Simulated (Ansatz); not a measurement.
Relaxing Cd2As

Level of theory: Ansatz 0.2.0, DFT PBE, scalar-relativistic, plane waves, PAW. Cutoff 420 eV, Γ-centred k mesh, Gaussian smearing, no spin polarisation in the final step.

The start puts Cd2As on the AlB2 structure type (P6/mmm, No. 191), with As in place of Al, Cd in place of B, at a guessed volume.

```
Cd As
1.0
     4.09573    0.00000    0.00000
    -2.04787    3.54701    0.00000
     0.00000    0.00000    4.42230
Cd As
2 1
Cartesian
  0.0000 2.3647 2.2112
  2.0479 1.1823 2.2112
  0.0000 0.0000 0.0000
```

Cell and atoms relax at zero pressure; the relaxation can't lower the symmetry of the start. After a coarse first stage the cell is made exact in the group found at 0.06 Å.

Formation energies are uncorrected and refer to the elements' standard structures at the same level.

**Question.** Describe the relaxed structure.

**Answer.** It keeps P6/mmm (No. 191), but not the shape of the type it started on. Conventional cell: a = 5.114 Å, c = 2.985 Å. Cd has 5 Cd at 2.95–2.98 Å and 6 As at 3.31 Å; around As lie 2 As at 2.98 Å and 12 Cd at 3.31 Å.

Space group P6/mmm (No. 191). a = 5.114 Å, b = 5.114 Å, c = 2.985 Å, α = 90.00°, β = 90.00°, γ = 120.00°
| atom | site | symmetry | x | y | z |
| --- | --- | --- | --- | --- | --- |
| Cd | 2d | -6m2 | 0.3333 | 0.6667 | 0.5000 |
| As | 1a | 6/mmm | 0.0000 | 0.0000 | 0.0000 |

**Question.** What are its volume, energy, density and gap?

**Answer.** The volume per atom is 22.53 Å³. The density is 7.36 g/cm³, the energy over the elements is 0.25 eV/atom and the gap on the 12×12×16 mesh is 0 eV (a metal).

The final run used a 12×12×16 mesh on its 3-atom cell and 0.10 eV smearing. For metals, differences of a few meV/atom aren't resolved. A structure relaxed within its symmetry needn't be a true minimum. The steps took about 5 core-minutes in all.